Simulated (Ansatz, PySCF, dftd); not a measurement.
Species: C3H4, charge 0, singlet. C3H4 (prop-1-yne, SMILES C#CC).
B3LYP-D3(BJ)/def2-TZVP minimum from Ansatz (a program for electronic structure):
```xyz
7

C     -0.0011    -0.0004     0.2181
C     -0.0068    -0.0029     1.4176
C      0.0060     0.0025    -1.2360
H     -0.0119    -0.0051     2.4795
H      0.0152     1.0232    -1.6237
H      0.8874    -0.5130    -1.6226
H     -0.8790    -0.5002    -1.6311
```

Property: enthalpy of formation at 298 K (by atomisation, with ideal-gas terms from PySCF's Hessian at B3LYP-D3(BJ)/def2-TZVP and the atoms' measured values of the G2/97 table; no spin-orbit terms), in kcal/mol. Radicals and triplets start from unrestricted determinants; spin-orbit coupling is neglected. Cores are frozen in correlated methods. Rows without X2C or -DK are non-relativistic. CBS(X,Y): correlation extrapolated as X^-3, Hartree-Fock from the larger set (Q,5: extrapolated as (X+1)exp(-9√X)). A bracket is a step between two methods taken in the basis named. The functionals are non-relativistic, so their misses hold any scalar relativity. Double hybrids freeze cores in their MP2 part. 'core' is core correlation in cc-pwCVTZ, 'X2C' scalar relativity in cc-pVTZ-DK, both at CCSD(T). For partners of very few electrons the exact lower level stands in for a higher one.

Measured: 44.4 kcal/mol, 185.8 kJ/mol (Active Thermochemical Tables 1.112 (ions: stationary electron), as tabulated in the package chemicals); atomic spin-orbit terms, which the calculations lack, would raise the computed values.

```json
[
 {"level": "HF/cc-pV5Z", "program": "Ansatz", "enthalpy of formation at 298 K (kcal/mol)": "224.5", "error against that value": "180.1"},
 {"level": "r2SCAN-D3(BJ)/def2-TZVPD", "program": "Ansatz + dftd3", "enthalpy of formation at 298 K (kcal/mol)": "45.4", "error against that value": "1.0"},
 {"level": "wB97X-V/def2-TZVPD", "program": "Ansatz", "enthalpy of formation at 298 K (kcal/mol)": "48.6", "error against that value": "4.2"},
 {"level": "B2GP-PLYP-D4/def2-TZVPD", "program": "Ansatz + dftd4", "enthalpy of formation at 298 K (kcal/mol)": "52.4", "error against that value": "8.0"},
 {"level": "CCSDT(Q)/cc-pVDZ", "program": "Ansatz", "enthalpy of formation at 298 K (kcal/mol)": "98.5", "error against that value": "54.1"},
 {"level": "CCSD(T)/CBS(cc-pVQZ,cc-pV5Z) + [CCSDT(Q) - CCSD(T)]/cc-pVDZ + core + X2C", "program": "Ansatz", "enthalpy of formation at 298 K (kcal/mol)": "44.2", "error against that value": "-0.2"}
]
```
